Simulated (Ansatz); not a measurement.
Basis-set extrapolation for C3H8FN, SMILES `CC(C)(N)F` (PBE0-D4/def2-TZVP geometry, frozen core, the Gaussian-basis code of Ansatz). Multiplicity 1, RHF reference.

|  | def2-TZVPP | def2-QZVPP |
| --- | --- | --- |
| HF | -272.269895 | -272.282666 |
| MP2 correlation | -0.990217 | -1.063546 |
| CCSD(T) correlation | -1.066883 | not run |

Energies in hartree. Use E(X) = E(∞) + A·exp(−7.88·√X) for Hartree–Fock and E(X) = E(∞) + B·X^(−2.97) for correlation, with X = 3 and 4, and add CCSD(T) minus MP2 of the smaller set to the MP2 limit.

Task: What is the CCSD(T) energy at the basis-set limit?

Result: HF limit: -272.282666 + (-0.012771) × 0.13774 = -272.28443. MP2 limit: -1.063546 + (-0.073329) × 0.74074 = -1.11786. Higher-order term: -1.066883 − (-0.990217) = -0.07667. Total: -273.47896 hartree, 89.2 kcal/mol below CCSD(T)/def2-TZVPP.
